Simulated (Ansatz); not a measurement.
Coupled-cluster run, H4NO2P, SMILES `NP(O)O`.

```yaml
crystal:
  periodic: [false, false, false]
  atoms:
    - {symbol: N, position_ang: [-0.440502, 1.222771, -0.005347]}
    - {symbol: P, position_ang: [0.224660, -0.171706, -0.645500]}
    - {symbol: O, position_ang: [1.384907, -0.494232, 0.476688]}
    - {symbol: O, position_ang: [-0.855050, -1.271377, -0.080045]}
    - {symbol: H, position_ang: [-1.020502, 1.755884, -0.634627]}
    - {symbol: H, position_ang: [-0.824525, 1.175316, 0.930804]}
    - {symbol: H, position_ang: [2.223077, -0.103642, 0.212471]}
    - {symbol: H, position_ang: [-0.599864, -2.169914, -0.310243]}
basis:
  gaussian: {orbitals: def2-SVP}
correlation: {method: ccsd_t}
```

```sh
$ ansatz run in.yaml --threads 2 --pin off --events-out ev --progress --plain --max-ram 4352MiB
```

The program prints (abridged):

```
Functional definition: HF
768 factors; integrals over basis functions are off by at most 8.6e-4 eV
mean field evaluation 1: about -14881.0639 eV, gradient 4.5e1 eV
mean field evaluation 2: about -14881.0666 eV, gradient 4.5e1 eV
mean field evaluation 4: about -14885.0417 eV, gradient 3.1e0 eV
mean field evaluation 8: about -14885.0789 eV, gradient 3.4e-4 eV
mean field -14885.07887819 eV, -547.0165593048 hartree, gradient 1.6e-6 eV, S^2 0.000000; 0 other end points of the search recorded, 0 dependent functions left out
8 core orbitals not correlated: weight in the atoms' cores, before any rotation towards them, 1.000 or more for the frozen orbitals, at most 0.000 for the correlated occupied ones
reference -14885.07887819 eV, -547.0165593048 hartree; 13, 13 occupied and 59, 59 virtual orbitals, 768 factors
second order -17.88393155 eV of doubles, -0.00000000 eV of singles
cycle   1  -18.17107352 eV  change   -2.9e-1 eV  update   9.2e-2
cycle   2  -18.58292310 eV  change   -4.1e-1 eV  update   2.7e-2
cycle   3  -18.69092755 eV  change   -1.1e-1 eV  update   1.4e-2
cycle   4  -18.68458552 eV  change    6.3e-3 eV  update   3.2e-3
cycle   5  -18.68363328 eV  change    9.5e-4 eV  update   1.5e-3
cycle   6  -18.68400134 eV  change   -3.7e-4 eV  update   4.8e-4
cycle   7  -18.68375101 eV  change    2.5e-4 eV  update   1.6e-4
cycle   8  -18.68365494 eV  change    9.6e-5 eV  update   4.8e-5
cycle   9  -18.68365407 eV  change    8.7e-7 eV  update   1.8e-5
perturbative correction -0.44873467 eV, -0.0164906951 hartree
Total energy: -14904.21126694 eV, -547.7196616228 hartree
```

Run time 5.5 s (2 threads of an AMD EPYC on a shared host); peak host memory 0.36 GiB.

Correlation energy per correlated electron: -0.736 eV. T1 diagnostic: 0.0121.
